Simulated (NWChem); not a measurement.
**OF2 (oxygen difluoride) at B3LYP/cc-pVTZ**

What is the vertical ionisation energy of OF2 (oxygen difluoride) at B3LYP/cc-pVTZ? 

The results are computed with NWChem 7.3.0.

2 further runs of the same task are left out: 2 set aside as unsound or not needed.

## Step 1: The molecule

OF2 has 3 atoms, charge 0, and is taken as a singlet. As SMILES, `FOF`. Geometry: relaxed at PBE0-D4/def2-TZVP.

Bond lengths: F1–O2 1.381 Å, O2–F3 1.381 Å. Angles: F1–O2–F3 103.9°.

## Step 2: Energy and forces at B3LYP/cc-pVTZ

Contents of struct.nw:

```
START struct
TITLE "oxygen difluoride"
memory total 2200 mb
GEOMETRY units angstrom noautosym nocenter noautoz
  F      0.953290    -0.339960     0.488270
  O      0.000520     0.563910     0.062040
  F     -0.953810    -0.223960    -0.550310
END
BASIS spherical bse
  * library cc-pVTZ
END
DFT
  xc b3lyp
  mult 1
  grid fine
  convergence energy 1e-08
  maxiter 100
  mulliken
  print low
END
TASK dft gradient
```

The run is started by

```bash
$ nwchem struct.nw > struct.out
```

Log, shortened:

```text
[...]
 d= 0,ls=0.0,diis     1   -274.6401224713 -3.50D+02  1.06D-02  1.79D+00     1.5
[...]
 d= 0,ls=0.0,diis     8   -274.7677386692  2.44D-09  9.45D-07  6.86D-08     9.5
         Total DFT energy =     -274.767738669158
      One electron energy =     -530.466642451463
           Coulomb energy =      210.113432763024
    Exchange-Corr. energy =      -29.313860734890
 Nuclear repulsion energy =       74.899331754170
[...]
      Total Density - Mulliken Population Analysis
     ---------------------------------------------
    Atom       Charge   Shell Charges
 -----------   ------   -------------------------------------------------------
    1 F    9     9.07   1.94  0.29  1.07  0.65  1.56  2.29  1.25  0.00  0.02  0.00
    2 O    8     7.86   1.94  0.28  1.08  0.61  1.19  1.89  0.78  0.00  0.07  0.01
    3 F    9     9.07   1.94  0.29  1.07  0.65  1.56  2.29  1.25  0.00  0.02  0.00
[...]
                         DFT ENERGY GRADIENTS
    atom               coordinates                        gradient
                 x          y          z           x          y          z
   1 F       1.801457  -0.642431   0.922697   -0.012407   0.010394  -0.005701
   2 O       0.000983   1.065635   0.117239   -0.000014  -0.019275  -0.002118
   3 F      -1.802440  -0.423223  -1.039935    0.012421   0.008881   0.007820
 Task  times  cpu:       13.4s     wall:       13.4s
 Total times  cpu:       13.4s     wall:       13.4s
```

Run time: 14 s. Hardware: 1 thread of Intel Xeon 6975P-C (Granite Rapids), shared host; peak memory 0.13 GiB.

## Step 3: The doublet cation: a single-point energy at UB3LYP/cc-pVTZ

Contents of m1.nw:

```
start m1
memory stack 880 mb heap 220 mb global 1100 mb
charge 1

geometry noautosym nocenter noautoz
  F     0.953290   -0.339960    0.488270
  O     0.000520    0.563910    0.062040
  F    -0.953810   -0.223960   -0.550310
end

basis spherical bse
  * library cc-pVTZ
end

dft
  xc b3lyp
  mult 2
  grid fine
  convergence energy 1e-08
  maxiter 100
  mulliken
  print medium
end

task dft energy
```

The run is started by

```bash
$ nwchem m1.nw > m1.out
```

Log:

```text
[...]
          Wavefunction type:  spin polarized.
          No. of atoms     :     3
          No. of electrons :    25
[...]
          Charge           :     1
          Spin multiplicity:     2
[...]
          AO basis - number of functions:    90
[...]
              XC Information
              --------------
                         B3LYP Method XC Potential
                     Hartree-Fock (Exact) Exchange  0.200
                        Slater Exchange Functional  0.800 local
                    Becke 1988 Exchange Functional  0.720 non-local
              Lee-Yang-Parr Correlation Functional  0.810
                  VWN I RPA Correlation Functional  0.190 local
[...]
 d= 0,ls=0.0,diis     1   -273.9849661310 -3.49D+02  8.66D-03  9.81D-01     1.3
[...]
 d= 0,ls=0.0,diis    13   -274.2862476570 -4.99D-09  9.16D-08  1.88D-10    12.8
[...]
         Total DFT energy =     -274.286247657036
      One electron energy =     -519.942826618718
           Coulomb energy =      199.538739896565
    Exchange-Corr. energy =      -28.781492689053
 Nuclear repulsion energy =       74.899331754170
[...]
      Total Density - Mulliken Population Analysis
     ---------------------------------------------
    Atom       Charge   Shell Charges
 -----------   ------   -------------------------------------------------------
    1 F    9     8.76   1.94  0.30  1.11  0.62  1.51  2.24  1.02  0.00  0.02  0.00
    2 O    8     7.47   1.94  0.30  1.14  0.54  1.12  1.80  0.54  0.00  0.08  0.01
    3 F    9     8.76   1.94  0.30  1.11  0.62  1.51  2.24  1.02  0.00  0.02  0.00
[...]
      <S2> =      0.7538 (Exact =     0.7500)
[...]
```

Run time: 14 s. Hardware: 1 thread of Intel Xeon 6975P-C (Granite Rapids), shared host; peak memory 0.12 GiB.

## Step 4: Outcome

Level: B3LYP/cc-pVTZ.

```
                                          quantity          value
                         singlet OF2: total energy  -274.76774 Eh
             singlet OF2: largest force on an atom     0.997 eV/Å
                      doublet cation: total energy  -274.28625 Eh
doublet cation: HOMO energy (highest over α and β)      -21.55 eV
 doublet cation: LUMO energy (lowest over α and β)      -16.95 eV
                              doublet cation: ⟨S²⟩          0.754
vertical ionisation energy (to the doublet cation)      13.102 eV
```

Removing an electron at fixed nuclei costs 13.10 eV (302 kcal/mol). The largest force (singlet OF2) is 1.00 eV/Å: the shape isn't a stationary point for this species at this level. Mulliken charges (doublet cation) run from +0.24 on F1 to +0.53 on O2.
